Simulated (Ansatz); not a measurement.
Energy needed to pull apart AlSiH$_{4}$Cl (SMILES [SiH3][AlH][Cl]), singlet, into free ground-state atoms, from the structure below (displaced at random from a GFN2-xTB minimum); no zero-point or spin–orbit terms; open-shell atoms are treated unrestricted, in their ground-state multiplicity.

```tsv
atom	x (Å)	y (Å)	z (Å)
Si1	-0.9901	0.6084	-0.1948
Al2	1.0957	-0.5710	0.3826
Cl3	1.8753	-2.2858	-0.5410
H4	-2.0389	-0.4767	-0.4796
H5	-0.8162	1.2781	-1.5754
H6	-1.3777	1.6281	0.4061
H7	1.8137	-0.4817	1.7276
```

Ansatz 0.2.0; basis: def2-TZVPP; cores frozen in the correlated methods.

```csv
method,atomization energy (eV)
PBE-D4,18.53
revPBE-D4,18.25
r2SCAN-D4,?
B97M-V,19.27
PBE0-D4,18.55
wB97M-V,?
HF,14.41
MP2,18.32
CCSD,18.21
CCSD(T),18.39
```

Q: What does wB97M-V give? (To be estimated.)

A: By the calculation: 18.89 eV, which is about 0.50 eV more than CCSD(T)/def2-TZVPP.

Q: What does r2SCAN-D4 give? (To be estimated.)

A: Computed: 18.93 eV, which is about 0.54 eV more than CCSD(T)/def2-TZVPP.

In triple zeta the MP2 and coupled-cluster atomization energies are still short of their basis limit by a few kcal/mol a bond, whereas those of the functionals are nearly converged, so these differences are not deviations from converged CCSD(T).

The T1 diagnostic stays at or below 0.012.

For scale, one of the runs: CCSD(T)/def2-TZVPP forces, 182 basis functions (an equivalent command: `ansatz run in.yaml --threads 4`). Hardware: 4 CPU threads, shared host. Wall time 120 s; peak host memory 3 GiB.
